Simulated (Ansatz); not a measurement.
```yaml
crystal:
  periodic: [false, false, false]
  atoms:
    - {symbol: N, position_ang: [-1.028467, -0.701427, -0.614409]}
    - {symbol: C, position_ang: [-0.090653, -0.008369, -0.138215]}
    - {symbol: S, position_ang: [0.666056, -0.483987, 1.371141]}
    - {symbol: H, position_ang: [-1.367203, -0.306045, -1.488434]}
    - {symbol: H, position_ang: [0.323579, 0.901480, -0.584241]}
    - {symbol: H, position_ang: [1.538689, 0.534247, 1.408058]}
basis:
  gaussian: {orbitals: def2-TZVP, final_grid: {core_spheres: 8, valence_spheres: 7, degree: 23}}
magnetization: {spin_polarized: true, initial_magnetization: 1}
hamiltonian: {xc: {name: PBEsol}, dispersion: d4}
output: {forces: true}
```

```sh
$ ansatz run in.yaml --threads 4 --pin off --events-out ev --progress --plain --max-ram 10444MiB
```

Task: How does Ansatz answer? (Estimate.)

Result: Ansatz gave: The program refused the input.
```
Error: a molecule whose nuclei and cores have a total charge of 32 cannot have a net charge of 0 together with 1 unpaired electrons
```
